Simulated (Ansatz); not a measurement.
## Structure relaxation of B3Pb

Level of theory: DFT r2SCAN, scalar-relativistic, plane waves, PAW in Ansatz 0.2.0. Cutoff 500 eV, Γ-centred k mesh, Gaussian smearing, no spin polarisation in the final step.

The start puts B3Pb on the Cu3Au (L1_2) structure type (Pm-3m, No. 221), with Pb in place of Au, B in place of Cu, at a guessed volume.

```
CELL_PARAMETERS angstrom
3.66262 0.00000 0.00000
0.00000 3.66262 0.00000
0.00000 0.00000 3.66262
ATOMIC_POSITIONS crystal
B 0.00000 0.50000 0.50000
B 0.50000 0.00000 0.50000
B 0.50000 0.50000 0.00000
Pb 0.00000 0.00000 0.00000
```

Cell and atoms relax at zero pressure; the relaxation can't lower the symmetry of the start. After a coarse first stage the cell is made exact in the group found at 0.06 Å.

Energies over the elements count from the elements' standard structures at the same level, with no empirical corrections.

(1) What does it relax into?

(2) What are its volume, energy, density and gap?

Answers

(1) It keeps Pm-3m (No. 221). The result has the Cu3Au (L1_2) structure. Conventional cell: a = 3.788 Å. B is coordinated by 4 Pb at 2.68 Å and 8 B at 2.68 Å; Pb is coordinated by 12 B at 2.68 Å.

Space group Pm-3m (No. 221). a = 3.788 Å, b = 3.788 Å, c = 3.788 Å, α = 90.00°, β = 90.00°, γ = 90.00°
```tsv
atom	site	symmetry	x	y	z
B	3c	4/mm.m	0.0000	0.5000	0.5000
Pb	1a	m-3m	0.0000	0.0000	0.0000
```

(2) The volume per atom is 13.59 Å³, the density is 7.32 g/cm³ and the energy over the elements is 2.48 eV/atom. The gap on the 12×12×12 mesh is 0 eV (a metal).

The final run used a 12×12×12 mesh on its 4-atom cell and 0.10 eV smearing. For metals, differences of a few meV/atom aren't resolved. Spin–orbit coupling is left out. A structure relaxed within its symmetry needn't be a true minimum. The steps took roughly 60 core-seconds in all.

Cost: 3 runs of about 1 core-minutes in all, on Arm Neoverse V2 (shared hosts).